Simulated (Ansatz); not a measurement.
Two shapes of singlet LiH₂O(+).

Shape 1:

```xyz
4

Li    0.0398   -0.0278   -1.5007
O    -0.0384    0.0300    0.3175
H     0.0326    0.7901    0.8875
H    -0.0280   -0.8049    0.8990
```

Shape 2:

```xyz
4

Li   -0.0052    0.0038   -1.4810
O    -0.0044   -0.0077    0.3331
H     0.0055    0.7764    0.9164
H     0.0024   -0.7586    0.9184
```

Basis set: STO-3G (spherical functions). Frozen core: 1 orbital. Charge 1, multiplicity 1.

Computed with Ansatz (development build ahead of 0.2.0); each method stands on the lowest determinant of its kind that the runs found.

(1) Which shape is lower in energy, and by how much in each method?

Results:

(1)

```tsv
method	E(2) − E(1) (eV)
RHF	-0.080
RHF-MP2	-0.036
```

Shape 2 is lower.
